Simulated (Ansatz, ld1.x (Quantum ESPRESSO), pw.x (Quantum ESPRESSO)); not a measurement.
## What a changed setting does to a pw.x run (bcc W)

Potential: PAW, ld1.x (Quantum ESPRESSO) 7.5, PBE; core [Kr] 4d10 4f14, reference 5s2 5p6 5d4 6s2 6p0; waves: 5s (bound): rcut 1.75, rcutus 2.15 bohr; 6s (bound): rcut 1.75, rcutus 2.15 bohr; 5p (bound): rcut 1.65, rcutus 1.85 bohr; 6p (bound, empty): rcut 1.65, rcutus 1.85 bohr; 5d (bound): rcut 1.70, rcutus 2.30 bohr; 5d channel at 3.55 Ry: rcut 1.70, rcutus 2.30 bohr; local part: all-electron potential smoothed inside 1.55 bohr (lloc = -2); core correction: Bessel-smoothed model core inside 1.05 bohr; augmentation: BESSEL, radius 1.85 bohr.

The reference run (k-mesh 14³, cutoffs 55/440 Ry, Fermi–Dirac 0.01 Ry, mixing_beta 0.4, conv_thr 1e-9, no spin) gives -2.68 GPa at 16.130 Å³/atom, where all-electron LAPW gives 0.30 GPa. This run, with its own iteration cap, changes nbnd to 10.

```
&control
  calculation='scf', prefix='x', pseudo_dir='./', outdir='./tmp', tstress=.true., disk_io='none'
/
&system
  ibrav=0, nat=1, ntyp=1, ecutwfc=55, ecutrho=440, nbnd=10,
  occupations='smearing', smearing='fd', degauss=0.01
/
&electrons
  conv_thr=1e-09, mixing_beta=0.4, electron_maxstep=60
/
ATOMIC_SPECIES
W 1.0 W.UPF
CELL_PARAMETERS angstrom
  -1.59168867 1.59168867 1.59168867
  1.59168867 -1.59168867 1.59168867
  1.59168867 1.59168867 -1.59168867
ATOMIC_POSITIONS crystal
W 0.0000 0.0000 0.0000
K_POINTS automatic
14 14 14 0 0 0
```

```bash
pw.x < W.scf.in > W.scf.out
```

How does the run end?

It converges in 20 iterations; the free energy moves by +0.0 meV/atom and the pressure by -0.01 GPa. The result is that of the reference run.

```
Message from routine setup:
     using ibrav=0 with symmetry is DISCOURAGED, use correct ibrav instead
     lattice parameter (alat)  =       5.2098  a.u.
     unit-cell volume          =     108.8506 (a.u.)^3
     number of electrons       =        14.00
     number of Kohn-Sham states=           10
     kinetic-energy cutoff     =      55.0000  Ry
     charge density cutoff     =     440.0000  Ry
     scf convergence threshold =      1.0E-09
     Exchange-correlation= SLA  PW   PBX  PBC
     number of k points=   104  Fermi-Dirac smearing, width (Ry)=  0.0100
     iteration #  1     ecut=    55.00 Ry     beta= 0.40
     total energy              =    -760.25795847 Ry
     estimated scf accuracy    <       0.10468646 Ry
     iteration #  2     ecut=    55.00 Ry     beta= 0.40
     total energy              =    -760.25810255 Ry
     estimated scf accuracy    <       0.01917627 Ry
     iteration #  3     ecut=    55.00 Ry     beta= 0.40
     total energy              =    -760.26486325 Ry
     estimated scf accuracy    <       0.00225941 Ry
     iteration #  4     ecut=    55.00 Ry     beta= 0.40
     total energy              =    -760.26538499 Ry
     estimated scf accuracy    <       0.00071125 Ry
     iteration #  5     ecut=    55.00 Ry     beta= 0.40
     total energy              =    -760.26546666 Ry
     estimated scf accuracy    <       0.00007185 Ry
     iteration #  6     ecut=    55.00 Ry     beta= 0.40
     total energy              =    -760.26591105 Ry
     estimated scf accuracy    <       0.00005371 Ry
     [... 8 iterations left out ...]
     iteration # 15     ecut=    55.00 Ry     beta= 0.40
     total energy              =    -760.26551286 Ry
     estimated scf accuracy    <          6.5E-09 Ry
     iteration # 16     ecut=    55.00 Ry     beta= 0.40
     total energy              =    -760.26551287 Ry
     estimated scf accuracy    <          8.2E-09 Ry
     iteration # 17     ecut=    55.00 Ry     beta= 0.40
     total energy              =    -760.26551286 Ry
     estimated scf accuracy    <       0.00000002 Ry
     iteration # 18     ecut=    55.00 Ry     beta= 0.40
     total energy              =    -760.26551286 Ry
     estimated scf accuracy    <          1.0E-09 Ry
     iteration # 19     ecut=    55.00 Ry     beta= 0.40
     total energy              =    -760.26551286 Ry
     estimated scf accuracy    <          1.5E-09 Ry
     iteration # 20     ecut=    55.00 Ry     beta= 0.40
     the Fermi energy is    21.6298 ev
!    total energy              =    -760.26551286 Ry
     estimated scf accuracy    <          1.0E-10 Ry
     smearing contrib. (-TS)   =      -0.00244184 Ry
     The total energy is F=E-TS. E is the sum of the following terms:
     one-electron contribution =     -11.37514353 Ry
     hartree contribution      =      18.63971884 Ry
     xc contribution           =     -61.72581428 Ry
     ewald contribution        =    -118.57114108 Ry
     one-center paw contrib.   =    -587.23069097 Ry
     convergence has been achieved in  20 iterations
          total   stress  (Ry/bohr**3)                   (kbar)     P=      -26.90
     Message from routine punch:
     Nothing written, as per user request (disk_io='none')
```

The run took about 28 s on one core of a shared host (Neoverse-V2, 96 threads, 742 GiB, load 62).
